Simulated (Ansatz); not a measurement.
System: CsCl-type TlBr. Method: LDA (PAW; Ansatz, an electronic-structure program).

Settings: plane-wave cutoff 520 eV, 6×6×6 k mesh, scalar-relativistic PAW data made under PBE.

Cell (relaxed at this level):

```cif
data_BrTl
_chemical_formula_sum 'Tl1 Br1'
_space_group_name_H-M_alt 'P 1'
_space_group_IT_number 1
_cell_length_a 3.84029
_cell_length_b 3.84029
_cell_length_c 3.84029
_cell_angle_alpha 90.000
_cell_angle_beta 90.000
_cell_angle_gamma 90.000
loop_
_space_group_symop_operation_xyz
  'x, y, z'
loop_
_atom_site_label
_atom_site_type_symbol
_atom_site_fract_x
_atom_site_fract_y
_atom_site_fract_z
_atom_site_occupancy
Tl1 Tl 0.00000 0.00000 0.00000 1
Br1 Br 0.50000 0.50000 0.50000 1
```

**Question.** Give the computed elastic constant C11, Poisson ratio, elastic constant C44 and elastic constant C12.

**Answer.** 
* **elastic constant C11**: 50.4 GPa
* **Poisson ratio**: 0.327
* **elastic constant C44**: 13.4 GPa
* **elastic constant C12**: 25.1 GPa

Elastic constants are with the ions relaxed.

Spin–orbit coupling is not included; it can shift volumes and moduli of such heavy elements.

Computing time: about 40 core-seconds (a rough figure).
